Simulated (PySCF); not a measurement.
**Silicon: a sound run and one with changed settings**

Sound run: Si [Ne] 3s2 3p2, Si⁺ [Ne] 3s2 3p1. Computed with PySCF 2.14 in jorge-DZP-DKH (7s4p1d, 24 functions), with scalar relativity by spin-free X2C-1e. In the sound run the correlated levels freeze [Ne]. The sound run starts from symmetry-adapted Hartree-Fock orbitals and uses a fine grid where one is needed.

Changed run: initial guess sap, at most 50 SCF cycles.

| species | method | sound run (hartree) | changed run (hartree) | converged |
| --- | --- | --- | --- | --- |
| Si | UHF | -289.44986 | -289.44986 | yes |
| Si | MN15 | -289.98846 | -289.98846 | yes |
| Si | CCSD(T) | -289.51556 | -289.51556 | yes |
| Si⁺ | TPSS | -289.69285 | -289.69285 | yes |
| Si⁺ | MP2 | -289.20512 | -289.20512 | yes |

Here the plain start reaches the same solutions.
